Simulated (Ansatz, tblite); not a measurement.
# BH2F: one state, many levels

An exercise on one series of results from a longer session: the logs are not shown, and one member is left open.

Computed with Ansatz 0.2.0, Gaussian basis. Level: as each input shows.

Plan: GFN1-xTB, GFN2-xTB, PBE-D4/def2-TZVP, r2SCAN-D4/def2-TZVP, LC-ωPBE/def2-TZVP, B3LYP-D4/def2-TZVP, BLYP-D4/def2-TZVP, CAM-B3LYP-D4/def2-TZVP, B2PLYP/def2-TZVP, BHLYP-D4/def2-TZVP, r2SCAN0-D4/def2-TZVP, PBE-D4/def2-SVP, PBE0-D4/def2-SVP, HF/STO-3G, PBE0-D4/def2-TZVPD, PBE-D4/def2-TZVPD, r2SCAN-D4/def2-TZVPD, CCSD(T)/def2-TZVPP, MP2/def2-TZVP, RPA/def2-TZVP, CCSD(T)/def2-TZVPD.

## The geometry

The geometry is that of the singlet, from an earlier relaxation (PBE-D4/def2-TZVP).

4 atoms, charge 0, spin multiplicity 1.

Bond lengths: B1–H2 1.204 Å, B1–H3 1.204 Å, B1–F4 1.329 Å. Angles: H2–B1–H3 124.7°, H2–B1–F4 117.7°, H3–B1–F4 117.7°.

PBE0-D4/def2-TZVP was run before; its log isn't repeated, and its numbers join the tables.

Set-up of the first run:

Tight binding, by tblite at 300 K electronic temperature and without a spin-polarisation term:

```python
tblite.interface.Calculator('GFN1-xTB', numbers, positions, charge=0, uhf=0).singlepoint()
```

Tight binding, by tblite at 300 K electronic temperature and without a spin-polarisation term:

```python
tblite.interface.Calculator('GFN2-xTB', numbers, positions, charge=0, uhf=0).singlepoint()
```

start.molden holds the orbitals of an earlier run on this state, given as this run's starting guess.

Input file in.yaml:

```yaml
crystal:
  periodic: [false, false, false]
  atoms:
    - {symbol: B, position_ang: [0.027484, 0.045041, -0.000147]}
    - {symbol: H, position_ang: [1.229074, -0.033216, 0.016177]}
    - {symbol: H, position_ang: [-0.591633, 1.077762, -0.019771]}
    - {symbol: F, position_ang: [-0.664925, -1.089576, 0.003751]}
basis:
  gaussian: {orbitals: def2-TZVP, initial_orbitals: start.molden}
hamiltonian: {xc: pbe, dispersion: d4}
scf: {omitted_lower_state_checks: [starts]}
output: {orbitals: {seedname: orbitals}}
```

On the command line:

```
$ ansatz run in.yaml --threads 4 --pin off --events-out ev --progress --plain --max-ram 3916MiB
```

Steps of the session up to this table: PBE-D4/def2-TZVP; r2SCAN-D4/def2-TZVP; LC-ωPBE/def2-TZVP; B3LYP-D4/def2-TZVP; BLYP-D4/def2-TZVP; CAM-B3LYP-D4/def2-TZVP; B2PLYP/def2-TZVP; BHLYP-D4/def2-TZVP; r2SCAN0-D4/def2-TZVP; PBE-D4/def2-SVP; PBE0-D4/def2-SVP; HF/STO-3G; PBE0-D4/def2-TZVPD; PBE-D4/def2-TZVPD; r2SCAN-D4/def2-TZVPD; CCSD(T)/def2-TZVPP; MP2/def2-TZVP; RPA/def2-TZVP; CCSD(T)/def2-TZVPD.

One of the session's tables, all rows but one given; the rest of the session is left out.

```
                 level  HOMO (eV)  LUMO (eV)  gap (eV)
             HF/STO-3G     -10.93       7.43     18.36
       PBE-D4/def2-SVP      -7.63      -2.12      5.51
      PBE-D4/def2-TZVP          ?          ?         ?
     PBE-D4/def2-TZVPD      -7.80      -2.33      5.47
     BLYP-D4/def2-TZVP      -7.75      -2.17      5.58
   r2SCAN-D4/def2-TZVP      -8.13      -1.81      6.33
  r2SCAN-D4/def2-TZVPD      -8.15      -1.84      6.31
    B3LYP-D4/def2-TZVP      -9.17      -1.50      7.67
      PBE0-D4/def2-SVP      -9.27      -1.05      8.22
     PBE0-D4/def2-TZVP      -9.36      -1.21      8.14
    PBE0-D4/def2-TZVPD      -9.38      -1.27      8.11
  r2SCAN0-D4/def2-TZVP      -9.59      -0.92      8.68
    BHLYP-D4/def2-TZVP     -10.93      -0.22     10.70
CAM-B3LYP-D4/def2-TZVP     -10.88      -0.15     10.73
     LC-ωPBE/def2-TZVP     -12.23       1.15     13.37
```

**Question.** Estimate the row for PBE-D4/def2-TZVP.

**Answer.** HOMO (eV): -7.77; LUMO (eV): -2.27; gap (eV): 5.50. In the column «HOMO (eV)» it lies between PBE-D4/def2-TZVPD (-7.80) and BLYP-D4/def2-TZVP (-7.75).
